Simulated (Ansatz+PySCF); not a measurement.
doublet C₂H: levels of theory in one basis

```xyz
3

C     0.0167    0.0000    0.0000
C     1.1795    0.0000    0.0000
H    -1.0415    0.0000    0.0000
```

Basis set: cc-pVTZ (spherical functions). Frozen core: 2 orbitals. Correlation on ROHF uses semicanonical orbitals with singles. Charge 0, multiplicity 2.

Computed with Ansatz (development build ahead of 0.2.0) and PySCF 2.14.0; each method stands on the lowest determinant of its kind that the runs found.

```tsv
method	E − E(ROHF) (eV)	<S²> of the determinant
ROHF	0.00	0.75
UHF	-0.32	1.00
ROHF-MP2	-7.35	–
ROHF-CCSD(T)	-8.18	–
```

Task: What does UHF-MP2 give on the same scale?

Result: -7.04 eV.

Caution for UHF, UHF-MP2: the unrestricted determinant is spin contaminated. Caution for ROHF-MP2, UHF-MP2: forces differ strongly between restricted and unrestricted references.
